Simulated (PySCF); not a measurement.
# H3O2−, a complex of two parts as drawn: interaction energy

An exercise on one series of results from a longer session: the logs are not shown, and one member is left open.

Computed with PySCF 2.14.0; each step states its level. No surroundings beyond the atoms listed, unless a continuum is named. Atoms count from 0, parts from 1.

## The system as given

5 atoms, charge -1, multiplicity 1; geometry: GFN2-xTB. Parts: 1 = atoms 0–2, `O`, charge 0; 2 = atoms 3–4, `[OH-]`, charge -1. In the given geometry H1 is shared between O0 (1.23 Å) and O3 (1.22 Å), so values for the parts refer to these atom groups.

The first run:

Job settings and geometry (Å):

```
{"job": {"xc": "PBE0", "basis": "def2-TZVPD", "d3": "d3bj", "grid": 3, "kind": "geom", "shake": 0.01}, "charge": -1, "multiplicity": 1, "parts": [{"atoms": "0-2", "charge": 0, "multiplicity": 1}, {"atoms": "3-4", "charge": -1, "multiplicity": 1}]}
O     -0.117241     0.203812     0.262216
H     -0.594827    -0.923981     0.367089
H      0.618997     0.049853    -0.285476
O     -1.006418    -2.066011     0.478313
H     -1.809388    -1.900692     1.020854
```

Launch:

```
OMP_NUM_THREADS=1 python cluster_run.py task.json out
```

This one command runs all jobs of the session in turn.

Among the steps run: Optimising the geometry at PBE0-D3(BJ)/def2-TZVPD; Coupled-cluster interaction energy: CCSD(T) and MP2, 1.20 Å; Coupled-cluster interaction energy: CCSD(T) and MP2, 1.26 Å; Coupled-cluster interaction energy: CCSD(T) and MP2, 1.32 Å; Coupled-cluster interaction energy: CCSD(T) and MP2, 1.14 Å; Coupled-cluster interaction energy: CCSD(T) and MP2, 1.50 Å; Coupled-cluster interaction energy: CCSD(T) and MP2, 1.08 Å; Coupled-cluster interaction energy: CCSD(T) and MP2, 1.79 Å; Coupled-cluster interaction energy: CCSD(T) and MP2, 2.39 Å.

One table of the session follows, with a row left open; its other results are not shown here.

It belongs to the step «Coupled-cluster interaction energy: CCSD(T) and MP2, 2.39 Å». 

| method | interaction energy (kcal/mol) |
| --- | --- |
| HF/aug-cc-pVDZ | ? |
| MP2/aug-cc-pVDZ | -20.90 |
| CCSD/aug-cc-pVDZ | -19.94 |
| CCSD(T)/aug-cc-pVDZ | -20.28 |
| HF/aug-cc-pVQZ | -20.30 |
| MP2/aug-cc-pVQZ | -21.19 |
| SCS-MP2/aug-cc-pVQZ | -20.48 |
| MP2, extrapolated | -21.27 |
| CCSD(T), limit estimate | -20.65 |

Q: Estimate the row for HF/aug-cc-pVDZ from the others.

**Answer.** interaction energy (kcal/mol): -20.42. In the column «interaction energy (kcal/mol)» it lies between SCS-MP2/aug-cc-pVQZ (-20.48) and HF/aug-cc-pVQZ (-20.30).

Limits of these values: At 1.79 Å a test (T1, the size of the triples or of CCSD(T) less MP2, charge moved between the parts) flags the run, so its CCSD(T) estimate is not taken as a benchmark. At 2.39 Å a test (T1, the size of the triples or of CCSD(T) less MP2, charge moved between the parts) flags the run, so its CCSD(T) estimate is not taken as a benchmark.
